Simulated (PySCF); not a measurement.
# C6H6FI, a complex of two parts: interaction energy, part 2 of 3

PySCF 2.14.0. Atoms count from 0, parts from 1. Earlier steps stand in the parts before.

## 5. Counterpoise and decomposition: 1.95 Å

Job settings and geometry (Å):

```
{"job": {"kind": "inter", "xc": "r2SCAN", "basis": "def2-SVP", "disp": "d4"}, "charge": 0, "multiplicity": 1, "parts": [{"atoms": "0-11", "charge": 0, "multiplicity": 1}, {"atoms": "12-13", "charge": 0, "multiplicity": 1}]}
I      3.456638    -0.164620    -0.228022
C      1.347624    -0.083234    -0.059318
C      0.722566     1.146334     0.047402
C     -0.660213     1.195770     0.147489
C     -1.406470     0.022469     0.134656
C     -0.763585    -1.201849     0.030977
C      0.616226    -1.259065    -0.065032
H      1.300122     2.057642     0.051629
H     -1.152172     2.155592     0.215544
H     -2.483755     0.063815     0.198764
H     -1.337279    -2.115618     0.021534
H      1.116247    -2.211442    -0.147887
F     -1.029251     0.751382     2.961370
H     -0.977325     0.743231     2.018823
```

Level: r2SCAN-D4/def2-SVP interaction energy, counterpoise and uncorrected, gas phase.

The program printed:

```text
part 1, own basis, geometry of the cluster: E = -529.1518379983 (as before)

part 2, own basis, geometry of the cluster: E = -100.3090561757 (as before)

part 1, own basis, relaxed alone: E = -529.1515612387 (as before)

part 2, own basis, relaxed alone: E = -100.3094167541 (as before)

cluster
final grid: 125128 points
cycle   1  E = -629.4635001296  dE = -1.230e-02  |g| = 1.133e-01  |ddm| = 1.408e+00
cycle   2  E = -629.4516491809  dE =  1.185e-02  |g| = 2.278e-01  |ddm| = 5.120e-01
cycle   3  E = -629.4669477186  dE = -1.530e-02  |g| = 3.711e-02  |ddm| = 3.222e-01
cycle   4  E = -629.4673060120  dE = -3.583e-04  |g| = 1.132e-02  |ddm| = 5.930e-02
cycle   5  E = -629.4673397814  dE = -3.377e-05  |g| = 2.698e-03  |ddm| = 1.578e-02
cycle   6  E = -629.4673408512  dE = -1.070e-06  |g| = 1.859e-03  |ddm| = 5.267e-03
cycle   7  E = -629.4673418573  dE = -1.006e-06  |g| = 3.611e-04  |ddm| = 2.608e-03
cycle   8  E = -629.4673418929  dE = -3.561e-08  |g| = 1.109e-04  |ddm| = 6.016e-04
cycle   9  E = -629.4673418959  dE = -2.957e-09  |g| = 2.348e-05  |ddm| = 1.471e-04
cycle  10  E = -629.4673418960  dE = -1.353e-10  |g| = 7.805e-06  |ddm| = 4.515e-05
converged SCF energy = -629.4673418960

part 1 in the basis of the cluster
final grid: 125128 points
cycle   1  E = -529.1523849003  dE = -5.410e-04  |g| = 1.460e-03  |ddm| = 1.323e-01
cycle   2  E = -529.1523853311  dE = -4.309e-07  |g| = 3.779e-04  |ddm| = 5.229e-03
cycle   3  E = -529.1523853436  dE = -1.249e-08  |g| = 2.957e-04  |ddm| = 1.140e-03
cycle   4  E = -529.1523853618  dE = -1.815e-08  |g| = 1.548e-04  |ddm| = 5.392e-04
cycle   5  E = -529.1523853686  dE = -6.883e-09  |g| = 3.653e-05  |ddm| = 2.095e-04
cycle   6  E = -529.1523853690  dE = -3.600e-10  |g| = 1.184e-05  |ddm| = 5.554e-05
converged SCF energy = -529.1523853690

part 2 in the basis of the cluster
final grid: 125128 points
cycle   1  E = -100.3129123630  dE = -3.858e-03  |g| = 1.804e-02  |ddm| = 8.056e-01
cycle   2  E = -100.3129052212  dE =  7.142e-06  |g| = 2.130e-02  |ddm| = 3.109e-02
cycle   3  E = -100.3129757765  dE = -7.056e-05  |g| = 2.411e-03  |ddm| = 2.110e-02
cycle   4  E = -100.3129766762  dE = -8.997e-07  |g| = 1.931e-04  |ddm| = 1.458e-03
cycle   5  E = -100.3129766819  dE = -5.725e-09  |g| = 1.911e-05  |ddm| = 1.457e-04
cycle   6  E = -100.3129766820  dE = -6.433e-11  |g| = 4.079e-07  |ddm| = 3.268e-05
converged SCF energy = -100.3129766820

Interaction energy (kcal/mol)
  counterpoise       -1.635
  uncorrected        -4.436
  dispersion part    -0.393
  deformation         0.053
  binding            -1.582

Decomposition of the uncorrected value (kcal/mol)
  electrostatic      -5.092
  Pauli              11.177
  orbital           -10.129
  dispersion         -0.393

Charge of each part in the cluster: 0.034 -0.034
```

Wall time 24 s (1 thread of Intel Xeon 6975P-C, shared host); peak memory 0.51 GiB.

In short: -1.64 kcal/mol with counterpoise, basis-set superposition error 2.80.

## 6. Interaction energy: 2.57 Å

Same as in step 5 but for these lines:

```diff
@@ -13,3 +13,3 @@
 H      1.116247    -2.211442    -0.147887
-F     -1.029251     0.751382     2.961370
-H     -0.977325     0.743231     2.018823
+F     -1.129392     0.608475     3.552318
+H     -1.077466     0.600324     2.609771
```

Method: r2SCAN-D4/def2-SVP interaction energy, counterpoise and uncorrected, gas phase.

The program printed:

```text
part 1, own basis, geometry of the cluster: E = -529.1518379983 (as before)

part 2, own basis, geometry of the cluster: E = -100.3090561757 (as before)

part 1, own basis, relaxed alone: E = -529.1515612387 (as before)

part 2, own basis, relaxed alone: E = -100.3094167541 (as before)

cluster
final grid: 125128 points
cycle   1  E = -629.4655994927  dE = -3.474e-03  |g| = 5.506e-02  |ddm| = 9.219e-01
cycle   2  E = -629.4626713354  dE =  2.928e-03  |g| = 1.113e-01  |ddm| = 2.436e-01
cycle   3  E = -629.4664978422  dE = -3.827e-03  |g| = 1.873e-02  |ddm| = 1.534e-01
cycle   4  E = -629.4665904341  dE = -9.259e-05  |g| = 5.689e-03  |ddm| = 2.941e-02
cycle   5  E = -629.4665994160  dE = -8.982e-06  |g| = 1.060e-03  |ddm| = 7.760e-03
cycle   6  E = -629.4665996161  dE = -2.002e-07  |g| = 6.529e-04  |ddm| = 2.063e-03
cycle   7  E = -629.4665997417  dE = -1.256e-07  |g| = 1.587e-04  |ddm| = 9.832e-04
cycle   8  E = -629.4665997486  dE = -6.887e-09  |g| = 4.787e-05  |ddm| = 2.490e-04
cycle   9  E = -629.4665997492  dE = -6.185e-10  |g| = 8.533e-06  |ddm| = 6.349e-05
converged SCF energy = -629.4665997492

part 1 in the basis of the cluster
final grid: 125128 points
cycle   1  E = -529.1521046676  dE = -2.680e-04  |g| = 8.981e-04  |ddm| = 4.926e-02
cycle   2  E = -529.1521047373  dE = -6.977e-08  |g| = 8.478e-04  |ddm| = 3.612e-03
cycle   3  E = -529.1521048733  dE = -1.359e-07  |g| = 5.216e-04  |ddm| = 1.625e-03
cycle   4  E = -529.1521049462  dE = -7.291e-08  |g| = 2.045e-04  |ddm| = 8.042e-04
cycle   5  E = -529.1521049578  dE = -1.157e-08  |g| = 5.840e-05  |ddm| = 3.095e-04
cycle   6  E = -529.1521049587  dE = -9.250e-10  |g| = 1.251e-05  |ddm| = 8.356e-05
converged SCF energy = -529.1521049587

part 2 in the basis of the cluster
final grid: 125128 points
cycle   1  E = -100.3103095930  dE = -1.255e-03  |g| = 7.185e-03  |ddm| = 6.155e-01
cycle   2  E = -100.3103226934  dE = -1.310e-05  |g| = 5.210e-03  |ddm| = 3.811e-02
cycle   3  E = -100.3103261677  dE = -3.474e-06  |g| = 2.368e-03  |ddm| = 6.425e-03
cycle   4  E = -100.3103270369  dE = -8.692e-07  |g| = 5.580e-05  |ddm| = 1.389e-03
cycle   5  E = -100.3103270374  dE = -4.848e-10  |g| = 1.379e-05  |ddm| = 5.651e-05
converged SCF energy = -100.3103270374

Interaction energy (kcal/mol)
  counterpoise       -2.933
  uncorrected        -3.900
  dispersion part    -0.318
  deformation         0.053
  binding            -2.879

Decomposition of the uncorrected value (kcal/mol)
  electrostatic      -1.884
  Pauli               1.110
  orbital            -2.807
  dispersion         -0.318

Charge of each part in the cluster: 0.013 -0.013
```

Wall time 22 s (1 thread of Intel Xeon 6975P-C, shared host); peak memory 0.51 GiB.

In short: -2.93 kcal/mol with counterpoise, basis-set superposition error 0.97.

## 7. Interaction energy: 1.85 Å

Same as in step 6 but for these lines:

```diff
@@ -13,3 +13,3 @@
 H      1.116247    -2.211442    -0.147887
-F     -1.129392     0.608475     3.552318
-H     -1.077466     0.600324     2.609771
+F     -1.012561     0.775200     2.862879
+H     -0.960635     0.767049     1.920332
```

With the program's defaults for keys left out, this is: r2SCAN-D4/def2-SVP interaction energy, counterpoise and uncorrected, gas phase.

The program printed:

```text
part 1, own basis, geometry of the cluster: E = -529.1518379983 (as before)

part 2, own basis, geometry of the cluster: E = -100.3090561757 (as before)

part 1, own basis, relaxed alone: E = -529.1515612387 (as before)

part 2, own basis, relaxed alone: E = -100.3094167541 (as before)

cluster
final grid: 125128 points
cycle   1  E = -629.4607619877  dE = -1.534e-02  |g| = 1.318e-01  |ddm| = 1.489e+00
cycle   2  E = -629.4451687411  dE =  1.559e-02  |g| = 2.628e-01  |ddm| = 5.913e-01
cycle   3  E = -629.4652793980  dE = -2.011e-02  |g| = 4.334e-02  |ddm| = 3.730e-01
cycle   4  E = -629.4657683699  dE = -4.890e-04  |g| = 1.316e-02  |ddm| = 6.882e-02
cycle   5  E = -629.4658132086  dE = -4.484e-05  |g| = 3.378e-03  |ddm| = 1.852e-02
cycle   6  E = -629.4658148773  dE = -1.669e-06  |g| = 2.322e-03  |ddm| = 6.504e-03
cycle   7  E = -629.4658164436  dE = -1.566e-06  |g| = 4.329e-04  |ddm| = 3.226e-03
cycle   8  E = -629.4658164946  dE = -5.094e-08  |g| = 1.376e-04  |ddm| = 7.392e-04
cycle   9  E = -629.4658164991  dE = -4.528e-09  |g| = 3.014e-05  |ddm| = 1.824e-04
cycle  10  E = -629.4658164993  dE = -2.235e-10  |g| = 1.018e-05  |ddm| = 5.760e-05
converged SCF energy = -629.4658164993

part 1 in the basis of the cluster
final grid: 125128 points
cycle   1  E = -529.1524398481  dE = -5.951e-04  |g| = 1.755e-03  |ddm| = 1.545e-01
cycle   2  E = -529.1524404185  dE = -5.705e-07  |g| = 4.846e-04  |ddm| = 5.859e-03
cycle   3  E = -529.1524404282  dE = -9.643e-09  |g| = 4.242e-04  |ddm| = 1.509e-03
cycle   4  E = -529.1524404592  dE = -3.100e-08  |g| = 2.594e-04  |ddm| = 7.793e-04
cycle   5  E = -529.1524404794  dE = -2.023e-08  |g| = 3.583e-05  |ddm| = 3.333e-04
cycle   6  E = -529.1524404797  dE = -3.220e-10  |g| = 1.363e-05  |ddm| = 5.574e-05
converged SCF energy = -529.1524404797

part 2 in the basis of the cluster
final grid: 125128 points
cycle   1  E = -100.3135278979  dE = -4.474e-03  |g| = 2.093e-02  |ddm| = 8.241e-01
cycle   2  E = -100.3135055768  dE =  2.232e-05  |g| = 2.568e-02  |ddm| = 3.589e-02
cycle   3  E = -100.3136085084  dE = -1.029e-04  |g| = 2.409e-03  |ddm| = 2.517e-02
cycle   4  E = -100.3136093998  dE = -8.914e-07  |g| = 2.286e-04  |ddm| = 1.409e-03
cycle   5  E = -100.3136094079  dE = -8.063e-09  |g| = 1.926e-05  |ddm| = 1.684e-04
cycle   6  E = -100.3136094080  dE = -6.689e-11  |g| = 5.210e-07  |ddm| = 3.260e-05
converged SCF energy = -100.3136094080

Interaction energy (kcal/mol)
  counterpoise       -0.257
  uncorrected        -3.489
  dispersion part    -0.403
  deformation         0.053
  binding            -0.203

Decomposition of the uncorrected value (kcal/mol)
  electrostatic      -6.167
  Pauli              15.876
  orbital           -12.795
  dispersion         -0.403

Charge of each part in the cluster: 0.039 -0.039
```

It took 24 s on 1 thread of Intel Xeon 6975P-C, shared host; peak memory 0.51 GiB.

Counterpoise interaction energy: -0.26 kcal/mol.

## 8. Counterpoise and decomposition: 3.08 Å

Same as in step 7 but for these lines:

```diff
@@ -13,3 +13,3 @@
 H      1.116247    -2.211442    -0.147887
-F     -1.012561     0.775200     2.862879
-H     -0.960635     0.767049     1.920332
+F     -1.212843     0.489386     4.044774
+H     -1.160916     0.481235     3.102227
```

Level: r2SCAN-D4/def2-SVP interaction energy, counterpoise and uncorrected, gas phase.

The program printed:

```text
part 1, own basis, geometry of the cluster: E = -529.1518379983 (as before)

part 2, own basis, geometry of the cluster: E = -100.3090561757 (as before)

part 1, own basis, relaxed alone: E = -529.1515612387 (as before)

part 2, own basis, relaxed alone: E = -100.3094167541 (as before)

cluster
final grid: 125128 points
cycle   1  E = -629.4636096531  dE = -1.283e-03  |g| = 3.481e-02  |ddm| = 5.266e-01
cycle   2  E = -629.4625160047  dE =  1.094e-03  |g| = 6.829e-02  |ddm| = 1.512e-01
cycle   3  E = -629.4639727449  dE = -1.457e-03  |g| = 1.255e-02  |ddm| = 9.475e-02
cycle   4  E = -629.4640147123  dE = -4.197e-05  |g| = 3.689e-03  |ddm| = 1.916e-02
cycle   5  E = -629.4640185380  dE = -3.826e-06  |g| = 6.271e-04  |ddm| = 5.024e-03
cycle   6  E = -629.4640186142  dE = -7.626e-08  |g| = 3.540e-04  |ddm| = 1.174e-03
cycle   7  E = -629.4640186501  dE = -3.586e-08  |g| = 1.055e-04  |ddm| = 5.572e-04
cycle   8  E = -629.4640186532  dE = -3.095e-09  |g| = 3.183e-05  |ddm| = 1.619e-04
cycle   9  E = -629.4640186535  dE = -2.819e-10  |g| = 5.275e-06  |ddm| = 4.299e-05
converged SCF energy = -629.4640186535

part 1 in the basis of the cluster
final grid: 125128 points
cycle   1  E = -529.1519966318  dE = -1.582e-04  |g| = 1.006e-03  |ddm| = 3.505e-02
cycle   2  E = -529.1519965808  dE =  5.096e-08  |g| = 1.325e-03  |ddm| = 3.379e-03
cycle   3  E = -529.1519970533  dE = -4.724e-07  |g| = 4.818e-04  |ddm| = 2.112e-03
cycle   4  E = -529.1519971080  dE = -5.477e-08  |g| = 2.438e-04  |ddm| = 8.096e-04
cycle   5  E = -529.1519971246  dE = -1.651e-08  |g| = 6.647e-05  |ddm| = 3.596e-04
cycle   6  E = -529.1519971257  dE = -1.172e-09  |g| = 1.615e-05  |ddm| = 9.648e-05
cycle   7  E = -529.1519971258  dE = -7.503e-11  |g| = 4.258e-06  |ddm| = 2.336e-05
converged SCF energy = -529.1519971258

part 2 in the basis of the cluster
final grid: 125128 points
cycle   1  E = -100.3093961207  dE = -3.411e-04  |g| = 2.958e-03  |ddm| = 3.719e-01
cycle   2  E = -100.3094000973  dE = -3.977e-06  |g| = 1.105e-03  |ddm| = 2.082e-02
cycle   3  E = -100.3094001143  dE = -1.699e-08  |g| = 1.101e-03  |ddm| = 1.862e-03
cycle   4  E = -100.3094003018  dE = -1.875e-07  |g| = 1.673e-05  |ddm| = 5.931e-04
cycle   5  E = -100.3094003018  dE = -4.871e-11  |g| = 5.303e-06  |ddm| = 2.315e-05
converged SCF energy = -100.3094003018

Interaction energy (kcal/mol)
  counterpoise       -1.889
  uncorrected        -2.205
  dispersion part    -0.244
  deformation         0.053
  binding            -1.836

Decomposition of the uncorrected value (kcal/mol)
  electrostatic      -1.003
  Pauli               0.104
  orbital            -1.062
  dispersion         -0.244

Charge of each part in the cluster: 0.005 -0.005
```

Wall time 23 s (1 thread of Intel Xeon 6975P-C, shared host); peak memory 0.51 GiB.

Counterpoise interaction energy: -1.89 kcal/mol.

(Part 2 of 3 ends here.)
